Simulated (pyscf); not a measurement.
Structures and frequencies: ωB97X-D3(BJ)/def2-SVP in PySCF.

Q: Estimate by transition-state theory the rate constant of silanol (HO–SiH₃) + HO–Ti(OH)(OH)–Cl -> HO–Ti(OH)(OH)–O–SiH₃ + hydrogen chloride (HCl) (singlet surface; H–O, Cl–Ti broken, O–Ti, Cl–H formed) at 600 K, with ωB97M-D3(BJ)/def2-TZVP energies (ideal gas, 1 atm, RRHO with modes under 100 cm⁻¹ raised to 100, one conformer, R ln 2 for rigid chiral ones; no tunnelling).

A: The electronic barrier is 6.5 kcal/mol and the thermal terms add +22.6, so ΔG‡ = 29.1 kcal/mol. With k_BT/h = 1.25e+13 s⁻¹ and RT = 1.192 kcal/mol, and a volume of 8.18e-20 cm³ per molecule at 1 atm, k = 2.6e-17 cm³ molecule⁻¹ s⁻¹. Wigner's tunnelling factor for 637i cm⁻¹ would be 1.10. A shift of 1 kcal/mol in the barrier changes k by a factor 2.3. On the reactant side the descent ends in an adduct with a O–Ti contact (not fully relaxed), 12.5 kcal/mol under the separated species and 16.7 kcal/mol under the saddle at ωB97X-D3(BJ)/def2-TZVP. On the product side the descent ends in a complex, 6.3 kcal/mol under the separated species and 6.9 kcal/mol under the saddle at ωB97X-D3(BJ)/def2-TZVP. What is counted as formed (O–Ti) is already present as a longer contact in the reactant adduct; forming that adduct is a step of its own. At ωB97X-D3(BJ) the barrier from the zero used here is 4.1 kcal/mol. This is the saddle that the search found; another between the same sides may lie lower.
